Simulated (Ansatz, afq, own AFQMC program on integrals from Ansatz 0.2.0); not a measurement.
## MgF⁻, triplet in aug-cc-pVDZ, levels against CCSDT(Q)

```xyz
2

F     0.0000    0.0000    0.0000
Mg    0.0000    0.0000    2.2220
```

Basis aug-cc-pVDZ. Noble-gas cores (and the filled d shells of Ga–Kr and In–Xe) are frozen. AFQMC by an in-house program on the Cholesky factors that Ansatz 0.2.0 writes for its CCSD(T) run. The CISD trial takes its coefficients from CCSD amplitudes. Released means that phaseless walkers are propagated on without the constraint, phases kept. Error bars are statistical, one sigma.

Determinant: UHF, the one that the program's search chose, which needn't be the lowest solution. The geometry is a point of a scan.

No full CI on the walks' own integrals is used here; CCSDT(Q) serves as the reference and is uncertain by about the last step of the cluster series.

Cautions: lower spins were not checked.

- T1 diagnostic: 0.0221
- weight of the determinant in the CISD state: 0.924
- ⟨S²⟩ of the determinant: 2.000
- size of the correlated space: 10 electrons in 44 orbitals

```csv
level,correlation energy (eV)
MP2,-6.5332
CCSD,-6.5475
CCSD(T),-6.7223
```

(1) Estimate where AFQMC with the constraint released lies against CCSD(T) on the same integrals.

(1) 58.0 ± 30.9 meV below CCSD(T). The gap is under twice the noise, so this walk alone can't tell the two apart.

Reference: CCSDT(Q), correlation energy -6.748 eV. The released energy is read at 2.40 1/Eh (meV from the phaseless value at times in 1/Eh: -12 ± 20 at 0.24, -1 ± 15 at 0.51, -9 ± 18 at 0.99, -24 ± 22 at 1.62, -41 ± 31 at 2.40).

```
         level  E − E(reference) (meV)  share of correlation (%)
       CCSD(T)                    25.5                     99.62
         CCSDT                    13.3                     99.80
 ph-AFQMC/CISD              8.9 ± 17.7                     99.87
released AFQMC            -32.5 ± 30.9                    100.48
```

A walk keeps the symmetry of its determinant, which the program's search chose and which needn't be the lowest solution, so a lower state of the same spin and another symmetry isn't excluded. Released energies are given only where the last usable release times agree within the noise; a slower fall can still hide under it.
